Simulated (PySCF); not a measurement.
Homolysis of single bonds, series SiH2Cl-X. Gas-phase values, no solvent. One relaxed conformer stands for each flexible species; it need not be the lowest. Strings in code marks are SMILES.

Computed with B3LYP-D3(BJ)/def2-TZVP (PySCF). B3LYP has the VWN-RPA correlation part, as in Gaussian. 

```csv
species,highest occupied spin orbital (eV),dipole moment (D)
radical fragment (`[Cl]`),?,0.00
radical fragment (`[SiH2]Cl`),-6.29,1.19
whole molecule (`Cl[SiH2]F`),–,?
radical fragment (`[F]`),?,0.00
whole molecule (`Cl[SiH2]Cl`),–,1.21
radical fragment (`[I]`),-7.63,0.00
radical fragment (`[SiH2][SiH3]`),-5.95,0.05
whole molecule (`S[SiH2]Cl` (H–S–Si–Cl torsion 69°)),–,–
whole molecule (`C=C[SiH2]Cl` (C–C–Si–Cl torsion 119°)),–,–
radical fragment (`[C]#C`),-8.37,0.78
radical fragment (`C#C[SiH2]`),?,0.46
whole molecule (`[SiH2](Cl)B`),–,–
```

### Question
What belongs in the gaps?

### Answer

- radical fragment (`[Cl]`), highest occupied spin orbital (eV): -9.27
- whole molecule (`Cl[SiH2]F`), dipole moment (D): 1.37
- radical fragment (`[F]`), highest occupied spin orbital (eV): -12.17
- radical fragment (`C#C[SiH2]`), highest occupied spin orbital (eV): -5.92
